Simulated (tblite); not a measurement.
Compound: C₃H₃ClFS (doublet state).
Geometry (GFN2-xTB, Å), atoms numbered from 1 in this order:
```xyz
9
C3H3ClFS angstrom
C     -1.9994    0.0238   -0.5722
S     -0.6777    0.9776   -0.1319
C      0.6303   -0.1610    0.1764
Cl     0.3709   -1.8510    0.0036
C      1.8358    0.2636    0.5770
F      2.0899    1.5701    0.7334
H     -2.0439   -1.0123   -0.3119
H     -2.8738    0.5624   -0.8697
H      2.6816   -0.3671    0.7972
```

Method: GFN2-xTB as coded in tblite; computed harmonic values from a numerical Hessian at the method's own geometry, unscaled. This tight-binding method is rough: wavenumbers can miss measured ones by several per cent, in bad cases by 10 to 20. One conformer, not necessarily the lowest. Open shells enter through the occupations alone, without spin polarisation, and single modes of such species can be off by tens of per cent.

Harmonic wavenumbers (cm⁻¹): 36.9, 144.8, 182.4, 237.9, 243.5, 315.6, 367.4, 381.7, 433.4, 596.9, 690.2, 857.6, 908.3, 915.3, 1094.6, 1211.4, 1309.1, 1599.9, 3101.9, 3149.0, 3211.5.

A = 2745, B = 2095, C = 1189 MHz; mass 124.963 u (most abundant isotopes); point group C1, symmetry number 1; spin multiplicity 2.

Problem. Zero-point energy?

Solution. ½Σν̃ = 10495 cm⁻¹ = 30.01 kcal/mol.

Problem. Entropy at 273.15 K, 1 bar (ideal gas, RRHO, classical rotation)?

Solution. Translation 39.97, rotation 27.98, vibration 18.05, spin (R ln 2) 1.38: S = 87.4 cal/(mol K).

Problem. And Cp and H(273.15 K) − H(0)?

Solution. Cp = 26.29 cal/(mol K), of which vibrations give 18.34 (their classical limit is 21 R = 41.7); H(273.15 K) − H(0) = 4.81 kcal/mol without the zero-point energy, 2.63 from vibrations.

Problem. How do the functions run with temperature in this model?

Solution. 
| T (K) | S (cal/(mol K)) | Cp (cal/(mol K)) | H − H(0) (kcal/mol) | G − H(0) (kcal/mol) | ln q(vib) |
| --- | --- | --- | --- | --- | --- |
| 50 | 58.1 | 10.8 | 0.46 | -2.44 | 0.45 |
| 100 | 66.9 | 15.2 | 1.11 | -5.57 | 1.18 |
| 298.15 | 89.7 | 27.4 | 5.48 | -21.28 | 4.67 |
| 373.15 | 96.2 | 30.5 | 7.65 | -28.25 | 5.97 |
| 500 | 105.7 | 34.3 | 11.77 | -41.08 | 8.04 |
| 750 | 120.6 | 39.0 | 20.99 | -69.45 | 11.67 |
| 1000 | 132.2 | 41.8 | 31.10 | -101.10 | 14.80 |

q(vib) and H(0) count from the zero-point level.

Problem. Which modes carry the vibrational entropy at 273.15 K?

Solution. 36.9 cm⁻¹: 5.25; 144.8 cm⁻¹: 2.57; 182.4 cm⁻¹: 2.14; 237.9 cm⁻¹: 1.66; 243.5 cm⁻¹: 1.62; 315.6 cm⁻¹: 1.19 cal/(mol K); the other 15 give 3.61 together.

Problem. What must be added to the electronic energy to get the Gibbs energy at 273.15 K and 1 bar?

Solution. ZPE + [H(273.15 K) − H(0)] − T·S = 30.01 + 4.81 − 23.87 = 10.95 kcal/mol.

Problem. Blend soft modes into free rotors: weight 1/[1 + (100 cm⁻¹/ν̃)⁴] for the oscillator and the rest for a rotor with moment μB/(μ + B), μ = h/(8π²ν), B = 10⁻⁴⁴ kg m². What vibrational entropy results?

Solution. 16.58 cal/(mol K) in place of 18.05, which changes −T·S at 273.15 K by +0.40 kcal/mol.

Hindered rotation and anharmonicity are outside this model. Other conformers, if any are populated, would add a mixing term that is left out. The structure is chiral; the term R ln 2 for an equal mix with its mirror image is left out.

Hardware: Arm Neoverse V1, one thread, shared host with 64 logical CPUs at a one-minute load of 36. Cost: 0.24 s wall. The figure is for the frequency step alone.
